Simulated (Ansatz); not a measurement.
`NCCC=O` from Hartree–Fock to CCSD(T)

```xyz
12

N     1.726   -0.315    0.705
C     0.300   -0.488    0.486
C    -0.204    0.544   -0.514
C    -1.616    0.269   -0.929
O    -2.531    1.038   -0.820
H     1.910    0.585    1.133
H     2.077   -1.020    1.341
H    -0.306   -0.422    1.403
H     0.141   -1.491    0.076
H    -0.144    1.558   -0.111
H     0.430    0.485   -1.407
H    -1.783   -0.743   -1.363
```

The species carries charge 0 and has multiplicity 1. All single points use the PBE0-D4/def2-TZVP geometry. It is one conformer, not always the lowest. Frozen core, restricted reference, Ansatz. CBS rows extrapolate triple and quadruple zeta; past MP2 they add the triple-zeta difference.

```tsv
basis	HF (Eh)	MP2 corr.	CCSD corr.	(T)	CCSD(T) total
def2-SVP	?	-0.76414	-0.81112	-0.02437	?
def2-TZVPP	-247.07601	-0.94622	?	-0.04002	?
def2-QZVPP	-247.08779	-1.01200	–	–	–
CBS(def2)	?	-1.06074	?	as TZ	?
```

Task: Fill in the withheld values. (Best estimate.)

Result: Ansatz gave: def2-SVP HF (Eh): -246.78732; def2-SVP CCSD(T) total: -247.62281; def2-TZVPP CCSD corr.: -0.98053; def2-TZVPP CCSD(T) total: -248.09656; CBS(def2) HF (Eh): -247.08941; CBS(def2) CCSD corr.: -1.09504; CBS(def2) CCSD(T) total: -248.22447.
